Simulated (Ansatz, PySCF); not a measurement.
HO, SMILES [OH] (connectivity only; charge and spin as stated), charge -1, multiplicity 1.

Geometry: r2SCAN-D4/def2-TZVPD. The multiplicity is an assumed one; other spin states were not compared.

Two levels are set side by side: PBE/def2-TZVPD (Ansatz, a first-principles code) and EOM-CCSD/aug-cc-pVDZ (PySCF). PBE by ΔSCF, the other level by its IP root; same geometry, the bases differ. Differences are taken from unrounded values.

| quantity | EOM-CCSD | PBE | PBE minus EOM-CCSD |
|---|---|---|---|
| vertical ionisation energy (eV) | 1.60 | 1.97 | 0.37 |
